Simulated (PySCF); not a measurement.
Level of theory: core-valence-separated Tamm–Dancoff BHandHLYP/aug-pcX-1 (pcseg-1 on H) in PySCF, non-relativistic, gas phase, PBE0-D3(BJ)/def2-SVP geometry. BHandHLYP without relativity tends to put these K edges a few eV too low, so spacings mean more than positions.

Main lines of an unknown, eV (oscillator strength): C K: 282.8 (0.122), 285.7 (0.032), 286.2 (0.038), 286.8 (0.046), 287.4 (0.027); N K: 399.4 (0.018), 400.7 (0.007), 401.1 (0.003), 401.2 (0.003), 401.3 (0.002). Listed: the first five lines at most of each edge with a tenth or more of its strongest line's intensity; roots within 0.03 eV on the same or equivalent atoms are summed. Only the lowest roots were sought, and the top ones are left out.

Question: Which candidate gives them?
A. `C=CCN=C`
B. `C1=CCNC1`

Answer: B. 

- `C1=CCNC1`: C K: 282.8 (0.122), 285.7 (0.032), 286.2 (0.038), 286.8 (0.046), 287.4 (0.027); N K: 399.4 (0.018), 400.7 (0.007), 401.1 (0.003), 401.2 (0.003), 401.3 (0.002). First C line listed at 282.8 eV, hole on the alkene CH carbon; first N line listed at 399.4 eV, hole on the secondary amine nitrogen.
- `C=CCN=C`: C K: 282.6 (0.051), 282.7 (0.071), 282.8 (0.066), 285.7 (0.009), 286.1 (0.017); N K: 396.0 (0.063), 401.3 (0.008). First C line listed at 282.6 eV, hole on the terminal =CH2 carbon (1s→π*); first N line listed at 396.0 eV, hole on the imine nitrogen.

One conformer each; other structures than these candidates weren't tested.
